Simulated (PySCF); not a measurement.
# SF5, doublet: data card

Level of theory: PySCF, UPBE, basis S def2-TZVP, F def2-TZVP (no relativity, density fitting).

The structure is a minimum.

```json
{
  "Point group": "C4v",
  "Bond lengths": "S–F 1.572 Å, S–F 1.644 Å (×4)",
  "Bond angles": "F–S–F 89.9° (×4), F–S–F 92.0° (×4), F–S–F 176.0° (×2)",
  "Dipole moment": "0.20 D",
  "Spin squared ⟨S²⟩": "0.752",
  "Heat capacity Cp at 298.15 K": "95.3 J/(mol K)",
  "Entropy at 298.15 K and 1 bar (electronic part: spin only)": "315.6 J/(mol K)",
  "Principal quadrupole moments (Buckingham, traceless) about the centre of mass": "-1.61, -1.61, 3.23 D Å",
  "Zero-point energy": "36.5 kJ/mol",
  "Atomisation energy without zero-point energy": "1719 kJ/mol",
  "Enthalpy at 298.15 K above 0 K": "17.82 kJ/mol",
  "Highest occupied level (α)": "-7.48 eV",
  "Lowest empty level (β)": "-6.02 eV",
  "Rotational symmetry number": "4",
  "Rotational constants": "0.1165, 0.1165, 0.08213 cm⁻¹",
  "Principal polarisabilities": "22.6, 32.2, 32.2 bohr³"
}
```

Harmonic modes (masses in u: S 31.972, F 18.998):
```json
{"symmetry": "b1", "ω (cm⁻¹)": "208", "IR (km/mol, summed over degenerate members)": "0.0"}
{"symmetry": "e", "ω (cm⁻¹)": "320", "IR (km/mol, summed over degenerate members)": "0.0"}
{"symmetry": "b2", "ω (cm⁻¹)": "416", "IR (km/mol, summed over degenerate members)": "0.0"}
{"symmetry": "e", "ω (cm⁻¹)": "466", "IR (km/mol, summed over degenerate members)": "0.0"}
{"symmetry": "a1", "ω (cm⁻¹)": "481", "IR (km/mol, summed over degenerate members)": "22.2"}
{"symmetry": "b1", "ω (cm⁻¹)": "526", "IR (km/mol, summed over degenerate members)": "0.0"}
{"symmetry": "a1", "ω (cm⁻¹)": "577", "IR (km/mol, summed over degenerate members)": "7.7"}
{"symmetry": "e", "ω (cm⁻¹)": "751", "IR (km/mol, summed over degenerate members)": "881"}
{"symmetry": "a1", "ω (cm⁻¹)": "827", "IR (km/mol, summed over degenerate members)": "143"}
```

In C4v the vibrations span 2b1 + 3e + b2 + 3a1. The b1, b2 modes carry no infrared intensity, as symmetry demands.

Charges (e):
| atom | Mulliken | Löwdin | polar tensor | spin (Mulliken) | Mayer order to S1 |
| --- | --- | --- | --- | --- | --- |
| S1 | 0.77 | 0.46 | 2.74 | 0.52 | – |
| F2 | -0.10 | -0.02 | -0.50 | 0.00 | 1.14 |
| F3,4,5,6 | -0.17 | -0.11 | -0.56 | 0.12 | 1.02 |

Mulliken populations on S1: s 5.60, p 8.54, d 0.94, f 0.16.

Outer orbital energies (eV). α occupied: -11.83, -10.90, -10.90, -10.87, -10.65, -10.65, -9.89, -7.48; empty: -1.96, 0.29, 0.29, 5.06. β occupied: -12.29, -11.66, -10.77, -10.77, -10.66, -10.53, -10.53, -9.77; empty: -6.02, -1.59, 0.65, 0.65.

Only a few start shapes were tried, so a lower isomer may exist.

The final relaxation and frequency run took 120 s on 4 threads of a shared Arm Neoverse V1 host, with 192 basis functions and 13 gradients; the process peaked at 2.2 GiB. Launch command: `OMP_NUM_THREADS=4 python axn.py task.json out`.
